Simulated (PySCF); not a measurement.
Task: What does the PBE0-D3(BJ)/def2-SVP structure of `C(CC(=O)Cl)C` look like in three dimensions?

Result: 
Z-matrix in Å and degrees, rows numbered from 1:
```
C 
C   1  1.5197
C   2  1.5195  1  112.22
C   3  1.4993  2  113.61  1  -180.00
O   4  1.1821  3  127.69  2     0.48
Cl  4  1.7979  3  111.73  2  -179.48
H   1  1.1018  2  111.45  3   -59.89
H   1  1.1018  2  111.48  3    60.12
H   1  1.0999  2  111.20  3  -179.87
H   2  1.1020  1  110.35  3   121.82
H   2  1.1019  1  110.38  3  -121.82
H   3  1.1038  2  111.98  1    58.57
H   3  1.1039  2  111.92  1   -58.71
```

The 3 C–C bonds span 1.499 Å (C3–C4, drawn single) to 1.520 Å (C1–C2, drawn single), a spread of 0.021 Å. The 6 heavy atoms lie in one plane (0.003 Å rms). Of the pairs four or more bonds apart, O5···H11 is among the closest relative to their van der Waals radii: 2.80 Å, 103 % of the sum of Bondi's values.

The calculation used PySCF 2.14.0, PBE0-D3(BJ)/def2-SVP geometry optimisation, gas phase.

Point group: Cs (tolerance 0.08 Å). Not checked by PBE0-D3(BJ)/def2-SVP frequencies. The numbers are those of one conformer (C1–C2–C3–C4 180°, C2–C3–C4–O5 0°).
